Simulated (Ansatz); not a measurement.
**1T (CdI2-type) SnSe2**

Calculation: r²SCAN (Ansatz, a first-principles code, PAW).

Settings: plane-wave cutoff 500 eV, 12×12×6 k mesh (along the axes of the cell as run), Fermi–Dirac smearing 0.05 eV, scalar-relativistic PAW data made under PBE.

Cell (relaxed at this level):

```
SnSe2
1.0
    1.92024    -3.32596     0.00000
    1.92024     3.32596     0.00000
    0.00000     0.00000     6.52973
Sn Se
1 2
Direct
  0.00000   0.00000   0.00000
  0.33333   0.66667   0.24104
  0.66667   0.33333   0.75896
```

| Quantity | Result |
|---|---|
| equilibrium volume per atom | 27.80 Å³/atom |
| lattice constant a | 3.840 Å |
| lattice parameter c | 6.530 Å |

Measured, for comparison: lattice parameter c 6.14 Å (temperature not stated, not corrected to a static lattice; as tabulated in Gonzalez and Oleynik (2016), arXiv:1609.04381). Computed (rounded) less measured: lattice parameter c +6.4 %.

Note: the cell comes from a level without a dispersion term, which matters for the spacing of layers, chains or molecules; the cell has widely spaced layers and the level no dispersion term, so their spacing and the moduli can rest on weak binding.

Spin–orbit coupling is not included.
